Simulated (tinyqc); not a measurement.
The integration grid: Kohn-Sham R2SCAN on finer and finer grids in the sto-6g basis, for H2O, spin multiplicity 1. Computed by the program tinyqc with PySCF. 

Geometry (angstrom):

| atom | x | y | z |
|---|---|---|---|
| O | 0.0000 | 0.0000 | 0.0000 |
| H | 0.0000 | 0.9310 | 0.5950 |
| H | 0.0000 | -0.9310 | 0.5950 |

Self-consistent on each grid; the net force on the molecule should vanish.

Kohn-Sham energy on Becke grids (radial x angular points per atom):

| grid | points | residual of the electron count | E (hartree) | E - finest (mhartree) | largest net force without grid terms (hartree/bohr) |
|---|---|---|---|---|---|
| 10 x 14 | 416 | 1.01e-02 | -76.02942 | -34.13016 | 3.78e-02 |
| 15 x 26 | 1164 | 1.91e-03 | -75.99301 | 2.28174 | 2.44e-02 |
| 20 x 50 | 2992 | 2.75e-04 | -76.00233 | -7.03480 | 3.57e-02 |
| 30 x 86 | 7728 | 8.73e-05 | -75.99463 | 0.66630 | 2.30e-02 |
| 50 x 194 | 29080 | -1.97e-07 | -75.99522 | 0.07548 | 6.71e-03 |
| 75 x 302 | 67852 | 3.75e-07 | -75.99528 | 0.01665 | 1.76e-03 |
| 120 x 590 | 212188 | 8.05e-09 | -75.99529 | 0.00000 | 9.72e-06 |

The energy is within 0.1 mhartree of the finest grid first at 50 x 194. The error has both signs, since quadrature is not variational. The electron count and the net force are cheap signs of a poor grid.
